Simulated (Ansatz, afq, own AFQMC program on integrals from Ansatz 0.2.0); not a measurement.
**Where AFQMC and coupled cluster stand for AlGeH₂, doublet**

```yaml
atoms:
  - { symbol: Ge, position_ang: [0.0000, 0.0033, 0.6730] }
  - { symbol: Al, position_ang: [0.0000, -0.0735, -1.6769] }
  - { symbol: H, position_ang: [0.0000, 1.3546, -0.4035] }
  - { symbol: H, position_ang: [0.0000, 0.3737, -3.2099] }
```

Connectivity, by distances: Ge–AlH, 1 bridging H.

Basis cc-pVDZ. Only valence electrons are correlated. Ansatz 0.2.0 and our own AFQMC program on the same integrals; the CISD trial comes from CCSD amplitudes, and released means the phaseless constraint is let go. Free projection: walkers drawn from exp(T), propagated without any constraint. Its projection time is finite, and what remains of the start isn't in its error. Error bars are statistical, one sigma. No spin–orbit coupling.

Determinant: UHF, the one that the program's search chose, which needn't be the lowest solution. The geometry is a point of a scan.

No full CI on the walks' own integrals is used here; CCSDT(Q) serves as the reference and is uncertain by about the last step of the cluster series.

Cautions: no relativity below Rb; no spin-orbit coupling; inner d shell frozen; the ph-AFQMC/HF walk drifts between its halves (2.7 errors).

```
T1 diagnostic                               : 0.0248
weight of the determinant in the CISD state : 0.864
⟨S²⟩ of the determinant                     : 0.765
size of the correlated space                : 9 electrons in 36 orbitals
```

```json
{"level": "MP2", "correlation energy (eV)": "-3.6971"}
{"level": "CCSD", "correlation energy (eV)": "-4.5948"}
{"level": "CCSD(T)", "correlation energy (eV)": "-4.7748"}
```

(1) Estimate where phaseless AFQMC with a CISD trial lies against CCSD(T) on the same integrals.

(1) 1.94 ± 0.35 mEh below CCSD(T).

Reference: CCSDT(Q), correlation energy -4.826 eV. The released energy is read at 2.40 1/Eh (meV from the phaseless value at times in 1/Eh: 4 ± 11 at 0.24, -2 ± 11 at 0.51, -3 ± 11 at 0.99, 6 ± 12 at 1.62, 3 ± 15 at 2.40).

```json
{"level": "CCSD(T)", "E − E(reference) (mEh)": "1.88", "share of correlation (%)": "98.94"}
{"level": "CCSDT", "E − E(reference) (mEh)": "0.45", "share of correlation (%)": "99.75"}
{"level": "ph-AFQMC/HF", "E − E(reference) (mEh)": "-2.11 ± 2.21", "share of correlation (%)": "101.19"}
{"level": "ph-AFQMC/CISD", "E − E(reference) (mEh)": "-0.06 ± 0.35", "share of correlation (%)": "100.04"}
{"level": "released AFQMC", "E − E(reference) (mEh)": "0.05 ± 0.54", "share of correlation (%)": "99.97"}
{"level": "free AFQMC", "E − E(reference) (mEh)": "1.19 ± 0.63", "share of correlation (%)": "99.33"}
```

Free projections are given only where their last times agree within the noise and don't stop above the reference; a slow remainder of the start can still hide under it. A walk keeps the symmetry of its determinant, which the program's search chose and which needn't be the lowest solution, so a lower state of the same spin and another symmetry isn't excluded. Released energies are given only where the last usable release times agree within the noise; a slower fall can still hide under it.
